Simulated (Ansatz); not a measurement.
**H₃NaSSi (SMILES [Na][S][SiH3]): functionals against CCSD(T) at one geometry**

An exercise on one series of results from a longer session: the logs are not shown, and one member is left open.

The runs use Ansatz 0.2.0, Gaussian basis; single points in def2-TZVPP.

Correlated methods freeze the cores. The outer core shell of Li, Na, Mg and K is correlated.

**The system as given**

SMILES `[Na][S][SiH3]`, 6 atoms, charge 0, spin multiplicity 1.

Atoms are counted from 1 here; the program's logs count them from 0.

Bond lengths: Na1–S2 2.484 Å, S2–Si3 2.072 Å, Si3–H4 1.455 Å, Si3–H5 1.471 Å, Si3–H6 1.489 Å. Angles: Na1–S2–Si3 121.2°, S2–Si3–H4 110.1°, S2–Si3–H5 106.7°, S2–Si3–H6 109.1°, H4–Si3–H5 111.7°, H4–Si3–H6 108.4°, H5–Si3–H6 110.8°.

As a file:

```xyz
6
H3NaSSi
Na   -1.9549   -2.3608    0.9690
S    -1.3816   -0.2922   -0.2815
Si    0.5256    0.5148   -0.2041
H     1.4992   -0.4538   -0.6840
H     0.5056    1.7247   -1.0397
H     0.8552    0.8521    1.2079
```

The first run:

The input, run/in.yaml:

```yaml
crystal:
  periodic: [false, false, false]
  atoms:
    - {symbol: Na, position_ang: [-1.954900, -2.360800, 0.969000]}
    - {symbol: S, position_ang: [-1.381600, -0.292200, -0.281500]}
    - {symbol: Si, position_ang: [0.525600, 0.514800, -0.204100]}
    - {symbol: H, position_ang: [1.499200, -0.453800, -0.684000]}
    - {symbol: H, position_ang: [0.505600, 1.724700, -1.039700]}
    - {symbol: H, position_ang: [0.855200, 0.852100, 1.207900]}
basis:
  gaussian: {orbitals: def2-TZVPP}
correlation: {method: ccsd_t}
output: {forces: true}
```

The command line of these runs was not kept.

Steps of the session up to this table: CCSD(T)/def2-TZVPP; PBE0-D4/def2-TZVPP; wB97M-V/def2-TZVPP; r2SCAN-D4/def2-TZVPP; PBE-D4/def2-TZVPP; revPBE-D4/def2-TZVPP; r2SCAN0-D4/def2-TZVPP.

One of the session's tables, all rows but one given; the rest of the session is left out.

| method | RMS force component (eV/Å) | angle to CCSD(T) forces (°) | dipole (D) |
| --- | --- | --- | --- |
| CCSD(T) | 0.359 | reference | 9.26 |
| PBE0-D4 | ? | ? | ? |
| wB97M-V | 0.329 | 4.9 | 9.03 |
| r2SCAN-D4 | 0.370 | 8.0 | 9.14 |
| PBE-D4 | 0.409 | 14.7 | 8.56 |
| revPBE-D4 | 0.413 | 17.2 | 8.60 |
| r2SCAN0-D4 | 0.353 | 12.3 | 9.25 |

Q: Estimate the row for PBE0-D4 from the others.

The run gave: RMS force component (eV/Å): 0.372; angle to CCSD(T) forces (°): 8.8; dipole (D): 8.98. In the column «RMS force component (eV/Å)» it lies between r2SCAN-D4 (0.370) and PBE-D4 (0.409).
